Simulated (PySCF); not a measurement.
# C₄H₉N (triplet): open-shell or spin-flip excitations

Aim: compute the open-shell or spin-flip excitations of C₄H₉N (triplet) (`CC(C)(C)[N]`).

Computed with PySCF 2.14.0 and routines of our own; the level stands in each step. Atoms count from 0.

## (1) The starting structure

14 atoms, charge 0, multiplicity 3; geometry from: GFN2-xTB.

## (2) Open-shell or spin-flip excitations: unrestricted TDA M06-2X/def2-SVPD

The job: settings as JSON, then the geometry in Å.

```
{"job": {"kind": "uabs", "xc": "M06-2X", "basis": "def2-SVPD", "nstates": 10, "tda": true}, "charge": 0, "multiplicity": 3}
C      1.361711    -0.217193    -0.480041
C      0.106811    -0.082225     0.429301
C     -0.969600    -1.089261    -0.067996
C     -0.459405     1.357931     0.273930
N      0.427992    -0.329620     1.719868
H      1.084124    -0.018623    -1.512051
H      2.120431     0.492860    -0.162570
H      1.766161    -1.222337    -0.397336
H     -0.587269    -2.102982     0.015345
H     -1.863076    -1.000741     0.544040
H     -1.214147    -0.874884    -1.105262
H      0.284564     2.079484     0.599762
H     -0.710839     1.537766    -0.768021
H     -1.348135     1.469351     0.888866
```

Level: unrestricted TDA M06-2X/def2-SVPD, vertical, gas phase, core orbitals frozen in the response.

On the command line:

```console
OMP_NUM_THREADS=1 python excited_run.py task.json out
```

This one command runs all jobs of the session in turn.

Log:

```text
coarse grid: 48088 points
cycle   1  E = -212.1913164387  dE =  4.060e-01  |g| = 2.021e-01  |ddm| = 4.075e+00
cycle   2  E = -212.2206330408  dE = -2.932e-02  |g| = 1.184e-01  |ddm| = 9.429e-01
cycle   3  E = -212.2281397155  dE = -7.507e-03  |g| = 4.076e-02  |ddm| = 2.535e-01
cycle   4  E = -212.2297696860  dE = -1.630e-03  |g| = 1.209e-02  |ddm| = 1.577e-01
cycle   5  E = -212.2299604268  dE = -1.907e-04  |g| = 5.720e-03  |ddm| = 5.191e-02
cycle   6  E = -212.2299905111  dE = -3.008e-05  |g| = 1.558e-03  |ddm| = 2.491e-02
cycle   7  E = -212.2299925752  dE = -2.064e-06  |g| = 6.139e-04  |ddm| = 8.257e-03
final grid: 104176 points
cycle   8  E = -212.2298717297  dE = -4.018e-06  |g| = 1.531e-03  |ddm| = 2.864e-02
cycle   9  E = -212.2298717429  dE = -1.314e-08  |g| = 1.575e-03  |ddm| = 5.965e-03
cycle  10  E = -212.2298729538  dE = -1.211e-06  |g| = 9.017e-05  |ddm| = 3.064e-03
cycle  11  E = -212.2298729615  dE = -7.724e-09  |g| = 4.888e-05  |ddm| = 3.727e-04
cycle  12  E = -212.2298729639  dE = -2.407e-09  |g| = 1.655e-05  |ddm| = 1.369e-04
cycle  13  E = -212.2298729645  dE = -5.095e-10  |g| = 7.205e-06  |ddm| = 7.256e-05
converged SCF energy = -212.2298729645

Static polarisability (au): isotropic 56.241, principal 54.720 56.999 57.004

<S^2> of the reference = 2.0085 (exact 2.0000)

Excitations
state   eV       nm        f      <S^2>   main configurations
  1   3.7182    333.5   0.00278   2.011   Hb->Lb 0.80, Hb->L+1b 0.09
  2   3.7192    333.4   0.00278   2.011   Hb->L+1b 0.80, Hb->Lb 0.09
  3   6.5480    189.3   0.00659   2.061   H-1b->Lb 0.41, H-2b->L+1b 0.39
  4   6.5482    189.3   0.00659   2.061   H-1b->L+1b 0.41, H-2b->Lb 0.39
  5   6.6067    187.7   0.00000   2.058   H-2b->Lb 0.40, H-1b->L+1b 0.38, H-2b->L+1b 0.09, H-1b->Lb 0.08
  6   6.7776    182.9   0.03161   2.073   H-2b->L+1b 0.39, H-1b->Lb 0.38, H-2b->Lb 0.09, H-1b->L+1b 0.09
  7   7.5462    164.3   0.02170   2.196   Ha->La 0.92
  8   7.5484    164.3   0.02171   2.196   H-1a->La 0.92
  9   8.1846    151.5   0.00046   2.095   H-3b->Lb 0.97
 10   8.1852    151.5   0.00046   2.095   H-3b->L+1b 0.97
```

Run time: 68 s. Hardware: 1 thread of Arm Neoverse V1, shared host; peak memory 0.7 GiB.

From this job:

```tsv
quantity	value
⟨S²⟩	2.009
```

Löwdin spin populations:

C0 0.08; C1 0.10; C2 0.08; C3 0.08; N4 1.62; H5 0.01; H6 0.00; H7 0.00; H8 0.00; H9 0.00; H10 0.01; H11 0.00; H12 0.01; H13 0.00

With diffuse functions Löwdin's scheme smears the spin, so small populations can have the wrong sign.

## (3) Open-shell or spin-flip excitations: collinear spin-flip TDA BHandHLYP/def2-SVP

Settings changed since step 2:

```diff
@@ -1,2 +1,2 @@
-{"job": {"kind": "uabs", "xc": "M06-2X", "basis": "def2-SVPD", "nstates": 10, "tda": true}, "charge": 0, "multiplicity": 3}
+{"job": {"kind": "uabs", "xc": "BHandHLYP", "basis": "def2-SVP", "nstates": 8, "spin_flip": true}, "charge": 0, "multiplicity": 3}
 C      1.361711    -0.217193    -0.480041
```

Level: collinear spin-flip TDA BHandHLYP/def2-SVP, vertical, gas phase, core orbitals frozen in the response.

Log:

```text
coarse grid: 10992 points
cycle   1  E = -212.1316257505  dE =  3.178e-01  |g| = 2.173e-01  |ddm| = 2.576e+00
cycle   2  E = -212.1689579166  dE = -3.733e-02  |g| = 1.139e-01  |ddm| = 3.553e-01
cycle   3  E = -212.1759583362  dE = -7.000e-03  |g| = 4.186e-02  |ddm| = 1.794e-01
cycle   4  E = -212.1774686781  dE = -1.510e-03  |g| = 1.085e-02  |ddm| = 8.086e-02
cycle   5  E = -212.1775699391  dE = -1.013e-04  |g| = 5.039e-03  |ddm| = 2.096e-02
cycle   6  E = -212.1775899637  dE = -2.002e-05  |g| = 1.241e-03  |ddm| = 8.776e-03
cycle   7  E = -212.1775910785  dE = -1.115e-06  |g| = 4.748e-04  |ddm| = 2.801e-03
final grid: 104176 points
cycle   8  E = -212.2041613112  dE = -2.051e-05  |g| = 1.798e-03  |ddm| = 1.515e-02
cycle   9  E = -212.2041620891  dE = -7.779e-07  |g| = 1.383e-03  |ddm| = 3.867e-03
cycle  10  E = -212.2041630844  dE = -9.953e-07  |g| = 1.620e-04  |ddm| = 1.502e-03
cycle  11  E = -212.2041630969  dE = -1.259e-08  |g| = 7.388e-05  |ddm| = 2.822e-04
cycle  12  E = -212.2041631001  dE = -3.141e-09  |g| = 1.363e-05  |ddm| = 1.077e-04
cycle  13  E = -212.2041631003  dE = -2.354e-10  |g| = 6.693e-06  |ddm| = 3.043e-05
converged SCF energy = -212.2041631003

<S^2> of the reference = 2.0101 (exact 2.0000)

Spin-flip excitations, energies against the reference
state   eV       nm        f      <S^2>   main configurations
  1   1.1829        -   0.00000   2.023   Ha->Lb 0.22, H-1a->L+1b 0.22, Ha->L+1b 0.19, H-1a->Lb 0.19
  2   1.9707   1573.8   0.00001   0.021   Ha->L+1b 0.30, H-1a->Lb 0.30, Ha->Lb 0.12, H-1a->L+1b 0.12
  3   1.9708   1573.6   0.00001   0.021   Ha->Lb 0.30, H-1a->L+1b 0.30, H-1a->Lb 0.12, Ha->L+1b 0.12
  4   2.7856    773.6   0.00000   0.027   H-1a->Lb 0.23, Ha->L+1b 0.23, H-1a->L+1b 0.20, Ha->Lb 0.20
  5   4.8949    334.0   0.00112   1.016   H-2a->Lb 0.73, H-2a->L+1b 0.12
  6   4.8956    333.9   0.00112   1.016   H-2a->L+1b 0.73, H-2a->Lb 0.12
  7   7.5125    195.9   0.04937   1.072   H-3a->Lb 0.27, H-4a->L+1b 0.26, H-3a->L+1b 0.10, H-4a->Lb 0.10
  8   7.7191    189.7   0.00444   1.064   H-3a->L+1b 0.20, H-4a->Lb 0.19, H-4a->L+1b 0.18, H-3a->Lb 0.18
```

Wall time 6.7 s (1 thread of Arm Neoverse V1, shared host); peak memory 0.57 GiB.

The ⟨S²⟩ below is that of the reference state, of multiplicity 3.

In short:

```tsv
quantity	value
low spin less high spin	0.788 eV
⟨S²⟩	2.010
```

## (4) Open-shell or spin-flip excitations: unrestricted TDDFT B97-2/6-31++G**

Settings changed since step 3:

```diff
@@ -1,2 +1,2 @@
-{"job": {"kind": "uabs", "xc": "BHandHLYP", "basis": "def2-SVP", "nstates": 8, "spin_flip": true}, "charge": 0, "multiplicity": 3}
+{"job": {"kind": "uabs", "xc": "B97-2", "basis": "6-31++G**", "nstates": 4, "tda": false, "scf": {"conv": 1e-15, "max_cycle": 90}}, "charge": 0, "multiplicity": 3}
 C      1.361711    -0.217193    -0.480041
```

With the program's defaults for keys left out, this is: unrestricted TDDFT B97-2/6-31++G**, vertical, gas phase, core orbitals frozen in the response.

Log (excerpt; [...] marks lines left out):

```text
final grid: 104176 points
cycle   1  E = -212.3900172492  dE =  2.041e-01  |g| = 2.536e-01  |ddm| = 2.427e+00
cycle   2  E = -212.3980698926  dE = -8.053e-03  |g| = 2.518e-01  |ddm| = 8.888e-01
cycle   3  E = -212.4315152323  dE = -3.345e-02  |g| = 4.543e-02  |ddm| = 4.250e-01
cycle   4  E = -212.4324285046  dE = -9.133e-04  |g| = 2.609e-02  |ddm| = 1.684e-01
cycle   5  E = -212.4328287786  dE = -4.003e-04  |g| = 3.851e-03  |ddm| = 5.004e-02
cycle   6  E = -212.4328388451  dE = -1.007e-05  |g| = 1.709e-03  |ddm| = 2.004e-02
cycle   7  E = -212.4328402951  dE = -1.450e-06  |g| = 5.859e-04  |ddm| = 5.187e-03
cycle   8  E = -212.4328404783  dE = -1.832e-07  |g| = 1.499e-04  |ddm| = 2.298e-03
cycle   9  E = -212.4328404922  dE = -1.383e-08  |g| = 2.444e-05  |ddm| = 4.399e-04
cycle  10  E = -212.4328404927  dE = -5.493e-10  |g| = 5.319e-06  |ddm| = 8.342e-05
[... 38 cycles left out ...]
cycle  49  E = -212.4328404927  dE = -1.705e-13  |g| = 8.931e-11  |ddm| = 1.299e-10
cycle  50  E = -212.4328404927  dE =  1.137e-13  |g| = 1.096e-10  |ddm| = 6.452e-11
cycle  51  E = -212.4328404927  dE =  1.080e-12  |g| = 8.983e-11  |ddm| = 4.411e-11
cycle  52  E = -212.4328404927  dE = -4.547e-13  |g| = 4.954e-11  |ddm| = 9.640e-11
cycle  53  E = -212.4328404927  dE =  1.535e-12  |g| = 1.282e-11  |ddm| = 7.430e-11
cycle  54  E = -212.4328404927  dE = -1.421e-12  |g| = 2.735e-11  |ddm| = 8.237e-11
cycle  55  E = -212.4328404927  dE =  9.095e-13  |g| = 4.413e-11  |ddm| = 4.819e-11
cycle  56  E = -212.4328404927  dE =  7.958e-13  |g| = 4.688e-11  |ddm| = 7.726e-11
cycle  57  E = -212.4328404927  dE = -1.251e-12  |g| = 3.631e-11  |ddm| = 6.424e-11
cycle  58  E = -212.4328404927  dE =  0.000e+00  |g| = 1.682e-11  |ddm| = 4.348e-11
converged SCF energy = -212.4328404927

Static polarisability (au): isotropic 55.210, principal 55.131 55.137 55.361

<S^2> of the reference = 2.0100 (exact 2.0000)

Excitations
state   eV       nm        f      <S^2>   main configurations
  1   4.1182    301.1   0.00195   2.019   Hb->Lb 0.95
  2   4.1189    301.0   0.00195   2.019   Hb->L+1b 0.95
  3   5.9549    208.2   0.00393   2.052   H-1b->L+1b 0.36, H-2b->Lb 0.34, H-1b->Lb 0.15, H-2b->L+1b 0.14
  4   5.9549    208.2   0.00392   2.052   H-1b->Lb 0.36, H-2b->L+1b 0.34, H-2b->Lb 0.15, H-1b->L+1b 0.14
```

It took 66 s on 1 thread of Arm Neoverse V1, shared host; peak memory 0.66 GiB.

Despite a needlessly tight threshold, the SCF converged in 58 cycles.

Key values:

```tsv
quantity	value
⟨S²⟩	2.010
```

## (5) What came out

| quantity | value |
| --- | --- |
| lowest and brightest state of nearly pure spin, of 10 (step 2, unrestricted TDA M06-2X/def2-SVPD) | 3.72 eV; 6.78 eV, f = 0.032 |
| low spin less high spin (step 3, collinear spin-flip TDA BHandHLYP/def2-SVP) | 0.788 eV |
| lowest and brightest state of nearly pure spin, of 4 (step 4, unrestricted TDDFT B97-2/6-31++G**) | 4.12 eV; 5.95 eV, f = 0.004 |

**Reading.** States whose ⟨S²⟩ lies well above the reference's are mixtures of spin states, an artefact of the unrestricted response, and are left out of the summary. The lowest state of nearly pure spin runs from 3.72 to 4.12 eV over the runs.
